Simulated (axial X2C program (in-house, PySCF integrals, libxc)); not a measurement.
**Nuclear properties of PO⁻**

Computed with an in-house all-electron X2C program for linear molecules (integrals from PySCF): two-component X2C with atomic mean-field Coulomb and Gaunt terms, Gaussian nuclei, basis P dyall-av3z, O dyall-av3z with contracted cores.

R = 1.544 Å (near the PBE0 minimum at charge -1 of the determinant lowest at the starting distance; the state shown can have its own minimum elsewhere).

Input and command:
```json
{"zs": [15, 8], "q": -1, "bas": ["dyall-av3z", "dyall-av3z"], "r0": 1.59, "levels": ["PBE0", "HF", "TPSSh", "LDA", "r2SCAN"], "nst": 3}
```
```bash
python soeom.py task.json out
```

Keys: zs atomic numbers; q charge; bas basis sets; r0 starting distance in Å; levels methods; nst determinants followed.

Determinant lowest in the PBE0 search, Ω = 1 (⟨Sz⟩ = 1.00, ⟨Lz⟩ = 0.00 at PBE0), spin on the atoms P 0.85, O 0.15:

```
 level  Eeff magnitude (GV/cm)  Ws magnitude P (kHz)  A∥/gI P (MHz)  qzz P (a.u.)  A∥/gI O (MHz)  qzz O (a.u.)
  PBE0                  0.0181               0.00775           -131         -0.27          -26.6          0.45
    HF                  0.0373                0.0158           -114         -0.43           40.5          0.51
 TPSSh                  0.0184                0.0077          -99.6         -0.18          -34.8          0.42
   LDA                 0.00315               0.00121           -115         -0.22          -53.3          0.40
r2SCAN                   0.018               0.00815          -86.3         -0.22            -16          0.43
```

Determinant 0.69 eV from it at PBE0 and this distance, Ω = 0 (closed shell), highest spinor 61% P p, 17% O p, 12% P d:

| level | qzz P (a.u.) | qzz O (a.u.) |
| --- | --- | --- |
| PBE0 | -0.31 | 0.39 |
| HF | -0.54 | 0.43 |
| TPSSh | -0.23 | 0.35 |
| LDA | -0.27 | 0.35 |
| r2SCAN | -0.28 | 0.37 |

Eeff is the effective electric field on the electron electric dipole moment in this Ω state and Ws the scalar–pseudoscalar constant of the nucleus named (defined with the proton number Z and per Ω); A∥ (defined per Ω) follows by multiplying with gI = μI/(I μN); qzz is the electric field gradient, eQq0 = 234.96 MHz × Q/barn × qzz. The operators were transformed with the bare-nucleus X2C matrices; with these basis sets, hyperfine constants and field gradients can be off by tens of per cent, and where levels differ in sign neither size nor sign is settled.

(1) With gI(31P) = 2.2632, Q(17O) = -0.02558 barn (g factors from the IAEA table of nuclear moments by Stone; Q from Pyykkö, Mol. Phys. 2018), turn the PBE0 values of the first state into constants in MHz.

Each state is one determinant with collinear spin, which with several unpaired electrons need not be a pure state. Unrestricted Hartree–Fock can overshoot spin polarisation at the nuclei. For an anion, determinants above electron detachment, or with a positive highest level, are held by the basis set. A closed determinant beside an open π² or δ² triplet, such as (π1/2)², mixes with its partner pair into the 0⁺ component of the triplet and ¹Σ⁺, so its energy is not that of a level, and 0⁺ can lie lowest. With several open shells hyperfine constants can be off by a factor of several. Where Eeff spreads by more than a factor of two the levels disagree and none is to be relied on. Open-shell Ω = 0 determinants with evenly filled partner blocks cannot be reached by this program, so the Ω shown need not be the lowest component. The search compared states at one distance, so a state with another bond length can lie lower. Further determinants of the search, some of them spin-mixed, are not shown. Where a field gradient or hyperfine factor spreads by more than a factor of two over the levels, a constant derived from it is not to be relied on. PBE0 term energies can be off by some tenths of an eV.

## Answers

(1) A∥(31P) = -131 × 2.2632 = -296 MHz; eQq0(17O) = 234.96 × (-0.02558) × (0.45) = -2.7 MHz.
